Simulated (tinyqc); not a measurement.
Starting guesses with DIIS over 6 matrices: SCF starting guesses in the sto-3g basis, for LiH, spin multiplicity 3. Computed by the program tinyqc with PySCF. UHF with one setting changed at a time; a run stops when the energy changes by less than 1e-09 hartree and the error matrix is below 1e-5. Starts: the lowest orbitals of the core Hamiltonian, of the Wolfsberg-Helmholz matrix (K = 1.75), projected atomic densities, random orbitals, and the highest orbitals of the core Hamiltonian (a deliberately bad start).

Geometry (angstrom):
```
atom,x,y,z
Li,0.0000,0.0000,0.0000
H,0.0000,0.0000,2.9180
```

lowest solution found by these runs and by PySCF with stability checks = -7.779262 hartree

Largest element of the error matrix X^T (FDS - SDF) X:
```
iteration,core,Wolfsberg-Helmholz,atomic densities,random,highest core orbitals
1,2.0e-01,2.0e-01,4.6e-02,6.6e-01,9.5e-02
2,9.6e-02,7.4e-02,1.2e-01,1.1e-01,1.2e-01
3,9.8e-03,7.7e-03,7.9e-02,3.2e-02,9.3e-02
4,3.5e-03,9.8e-04,5.1e-03,3.1e-02,2.3e-02
5,2.0e-03,3.2e-05,1.3e-03,2.9e-02,1.7e-02
6,1.2e-05,6.2e-07,2.2e-04,5.7e-03,4.6e-03
8,8.8e-09,-,7.0e-07,1.3e-03,3.1e-04
10,-,-,-,1.8e-05,1.9e-08
```

How each run ends:
```
run,iterations,E (hartree),state
core,8,-7.77926,lowest found
Wolfsberg-Helmholz,6,-7.70201,higher
atomic densities,8,-7.77926,lowest found
random,12,-7.77926,lowest found
highest core orbitals,10,-7.70201,higher
```

What does the comparison show, and why?

3 of 5 runs reach the lowest solution found, in 8 to 12 iterations (fastest: core, atomic densities). Ending on a higher stationary point: Wolfsberg-Helmholz, highest core orbitals; a small error matrix cannot reveal that, and an occupation fixed by the start is kept by symmetry or by the shape of the basin. The first errors are 2e-01, 2e-01, 5e-02, 7e-01, 1e-01.
